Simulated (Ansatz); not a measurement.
**A ladder of methods for Si2 (disilicon)**

Si2 has 2 atoms, charge 0, and is taken as a triplet. SMILES: `[Si]=[Si]`. Geometry: relaxed at GFN2-xTB.

```xyz
2

Si    0.0000    0.0000    0.0000
Si    0.0000    0.0000    2.1742
```

Each level gives the vertical electron affinity (to the doublet anion) (eV). The values are calculated.

The electron affinity is E(neutral) − E(anion): positive where the electron is bound.

```json
{"level": "UHF/6-31G", "kind": "Hartree–Fock", "program": "Ansatz", "value (eV)": "1.38", "CPU time (all runs)": "2 s"}
{"level": "UBLYP/6-31G", "kind": "GGA", "program": "Ansatz", "value (eV)": "1.83", "CPU time (all runs)": "8.8 s"}
{"level": "U-r2SCAN/6-31G", "kind": "meta-GGA", "program": "Ansatz", "value (eV)": "2.16", "CPU time (all runs)": "38 s"}
{"level": "U-r2SCAN0/6-31G", "kind": "hybrid meta-GGA", "program": "Ansatz", "value (eV)": "2.13", "CPU time (all runs)": "26 s"}
{"level": "UCAM-B3LYP/6-31G", "kind": "range-separated hybrid", "program": "Ansatz", "value (eV)": "1.99", "CPU time (all runs)": "11 s"}
{"level": "UB2PLYP/6-31G", "kind": "double hybrid", "program": "Ansatz", "value (eV)": "1.85", "CPU time (all runs)": "13 s"}
{"level": "RPA@PBE/6-31G", "kind": "RPA", "program": "Ansatz", "value (eV)": "1.59", "CPU time (all runs)": "12 s"}
{"level": "UMP2/6-31G", "kind": "perturbation theory", "program": "Ansatz", "value (eV)": "1.40", "CPU time (all runs)": "2.3 s"}
{"level": "UCCSD(T)/6-31G", "kind": "coupled cluster or CI", "program": "Ansatz", "value (eV)": "1.57", "CPU time (all runs)": "3 s"}
```

The values span 1.38 to 2.16 eV. Spin contamination of the reference (⟨S²⟩ at least 0.1 too high) touches UHF/6-31G, UMP2/6-31G, UCCSD(T)/6-31G. The coupled-cluster rows rest on a doubtful reference here (large T1 or Brueckner and Hartree–Fock orbitals at odds), and rows may lie in different states. All rows use very small basis sets, so none should be taken for the real molecule's value. Times are those of the runs behind each value, whatever else they computed, on shared processors of several kinds: orders of magnitude only.
